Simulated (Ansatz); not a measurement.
The same path of CH$_{6}$N$_{2}$ (9 atoms, charge 0, multiplicity 1) was run twice with different band settings. The coordinate that changes most is the dihedral H4–N1–C2–H6.

These are results of Ansatz 0.2.0, RHF/def2-SVP, not measurements.

Relaxed end points:

```xyz
9
Properties=species:S:1:pos:R:3
N -0.695 0.648 -0.926
C 0.451 0.156 -0.214
N 0.134 -0.858 0.773
H -1.230 -0.120 -1.291
H -1.305 1.171 -0.321
H 0.969 1.024 0.213
H 1.137 -0.292 -0.934
H 0.964 -1.312 1.113
H -0.336 -0.464 1.570
```

```xyz
9
Properties=species:S:1:pos:R:3
N -0.846 0.317 -0.895
C 0.379 0.126 -0.155
N 0.264 -1.011 0.726
H -1.606 0.552 -0.282
H -0.752 1.076 -1.546
H 0.682 1.040 0.387
H 1.175 -0.086 -0.872
H 1.154 -1.241 1.130
H -0.362 -0.819 1.489
```

Common settings: movable images 5; climbing image yes; spring 5.0 eV/Å²; start path through a guess of the saddle point; force threshold 0.05 eV/Å; iteration limit 60; end points relaxed.

| run | optimiser |
| --- | --- |
| 1 | quadratic models (default) |
| 2 | lbfgs |

What does each run give, and how far can it be trusted?

Run 1: converged after 7 iterations, highest image 0.210 eV above the first end. The top lies less than 8 meV above the higher end, about what the thresholds resolve: that end is a shoulder or a very shallow well. A vibrational analysis at the climbing image gives one clearly imaginary mode, 201i cm⁻¹: a first-order saddle point.
Run 2: converged after 57 iterations, highest image 0.215 eV above the first end. The order of the stationary point at the top wasn't checked.
